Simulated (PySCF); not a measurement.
**Computed data sheet: `O=C=C(Cl)CF`**

Species: C3H2ClFO.
Numbering: `[O:1]=[C:2]=[C:3]([Cl:4])[CH2:5][F:6]` (hydrogens: H7, H8 on C5)

Some functional groups and rings: C–F bond and C–Cl bond.

**GFN2-xTB geometry**

- Point group of the GFN2-xTB geometry: C1
- Rotational constants A, B, C of the GFN2-xTB geometry: 2.909, 2.530, 1.457 GHz

From PBE0/def2-SVPD ground state and vertical TDDFT (core frozen in the response) (PySCF):

- Dipole moment: 1.72 D
- HOMO energy: -7.36 eV
- LUMO energy: -2.49 eV
- HOMO–LUMO gap: 4.87 eV
- Lowest singlet excitation: 2.93 eV (424 nm, f = 0.000)
- Strongest line among the 6 lowest singlet transitions: S5 at 6.65 eV (186 nm, f = 0.049)
- Lowest triplet excitation (Tamm–Dancoff): 2.47 eV
- Static isotropic polarisability: 54.0 au
- Electronic spatial extent ⟨r²⟩ about the centre of nuclear charge: 739 bohr²

PBE0/pcSseg-1 ground state and GIAO shieldings, non-relativistic (PySCF):

- Lowest Hirshfeld atomic charge: -0.13 e on F6
- Highest Hirshfeld atomic charge: +0.20 e on C2
- 13C chemical shifts (computed TMS as zero) by class: 209.4 (C2), 87.3 (C5), 60.8 (C3) ppm
- 1H chemical shifts (computed TMS as zero) by class: 5.60 (H7/H8) ppm
- Isotropic shieldings of nuclei other than C and H, by class: -99 (O1), 388 (F6), 856 (Cl4) ppm
- Mayer bond orders between heavy atoms: O1–C2 2.19, C2–C3 1.59, C3–Cl4 1.05, C3–C5 1.01, C5–F6 0.93

Monoisotopic mass from the formula: 107.9778 u.

The polarisability is 8.01 Å³ as a volume (1 au = 0.148185 Å³), or 1.00 au for each of the 54 electrons. A dipole of 1.72 D is allowed in C1, and pure rotational transitions are dipole-allowed. The largest Löwdin shares of the HOMO are 0.32 on C3, 0.27 on Cl4, 0.17 on O1 and 0.17 on C2. 1 of the 6 computed singlets lies in the visible range (750 to 380 nm, 1.65 to 3.26 eV), with an oscillator strength of 0.000. S1 lies 1.94 eV below the HOMO–LUMO gap; its leading configuration is HOMO→LUMO, weight 0.99. The principal polarisabilities are 39.6, 53.8 and 68.7 au; their mean is the isotropic value. The rotational constants make it an asymmetric top with κ = (2B − A − C)/(A − C) = 0.48, nearer the oblate limit (+1). The vertical singlet–triplet gap S1 − T1 is 0.46 eV (TDDFT singlet less Tamm–Dancoff triplet; S1: HOMO→LUMO, weight 0.99; T1: HOMO→LUMO, weight 0.99).

The structure is a single GFN2-xTB conformer in the gas phase; no vibrational or solvent corrections. NMR classes are plain means over equivalent atoms (diastereotopic ones count apart unless rotation or inversion swaps them), as if these changed places fast; in this geometry the members of some classes differ.

For the TDDFT job (PBE0/def2-SVPD), hardware: one thread of an Intel Xeon 6975P-C, no GPU (shared host). Cost: 9.4 s wall, 0.67 GiB resident at most.

Shape of the structure used: `[O:1]=[C:2]=[C:3]([Cl:4])[CH2:5][F:6]`: C2–C3–C5–F6 -82°.
